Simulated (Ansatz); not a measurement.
# Al2H: the cost of one run

Computed with Ansatz 0.2.0, Gaussian basis. Level: def2-QZVPP, core rule «outside noble gas», up to 10 orbitals frozen.

The runs, in order: UHF; ROHF; CCSD(T) on UHF.

2 further runs of the same task are left out: 2 set aside as unsound or not needed.

## (1) The system

The geometry is a PBE0/def2-TZVP stationary point (not a proven minimum) of the parent state, kept for this charge and spin.

3 atoms, charge 0, spin multiplicity 4.

Atoms are counted from 1 here; the program's logs count them from 0.

Bond lengths: Al1–Al2 2.677 Å, Al1–H3 1.619 Å. Angles: Al2–Al1–H3 180.0°.

## (2) UHF

in.yaml

```yaml
crystal:
  periodic: [false, false, false]
  atoms:
    - {symbol: Al, position_ang: [0.000000, 0.000000, 0.352569]}
    - {symbol: Al, position_ang: [0.000000, 0.000000, -2.324369]}
    - {symbol: H, position_ang: [0.000000, 0.000000, 1.971799]}
basis:
  gaussian: {orbitals: "def2-QZVPP.json"}
magnetization: {spin_polarized: true, initial_magnetization: 3}
hamiltonian: {xc: hf}
output: {orbitals: {seedname: orbitals}}
```

Started as:

```console
ansatz run in.yaml --threads 1 --pin off --events-out ev --progress --plain --max-ram 4096MiB --backend cpu
```

**Question.** How long does this run take on 1 thread of AMD EPYC 7R13, shared host, and how much memory does it need?

About 13 s, with a peak of 0.42 GiB.
